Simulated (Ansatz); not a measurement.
Results of HSE06 (plane waves, PAW; Ansatz, an electronic-structure program) for antiferromagnetic (type II) rock-salt MnS.

Numerical settings: plane-wave cutoff 460 eV, 8×8×8 k mesh, Fermi–Dirac smearing 0.01 eV, spin-polarised with opposed moments, scalar-relativistic PAW data made under PBE.

Cell (measured lattice):

```xyz
4
Lattice="5.2236 2.6118 2.6118 2.6118 5.2236 2.6118 2.6118 2.6118 5.2236" Properties=species:S:1:pos:R:3 pbc="T T T"
Mn     0.0000     0.0000     0.0000
Mn     5.2236     5.2236     5.2236
S      2.6118     2.6118     2.6118
S      7.8354     7.8354     7.8354
```
Starting moments (μB, in the order of the record's atoms Mn Mn S S): 5.0 -5.0 0.0 0.0.

### Question
What does this level give for the band gap, smallest direct gap on the k points sampled, Γ–Γ gap and magnetic moment (largest site, within a sphere)?

### Answer

* **band gap**: 2.95 eV (on the SCF k mesh) (indirect)
* **smallest direct gap on the k points sampled**: 3.55 eV
* **Γ–Γ gap**: 4.83 eV
* **magnetic moment (largest site, within a sphere)**: 4.44 μB

Note: cell and atoms aren't relaxed at this level (pressure -0.8 GPa).

Moments are spin moments.

The computed numbers hold no vibrational or temperature effects.

The result took about 19 core-minutes (a rough figure).
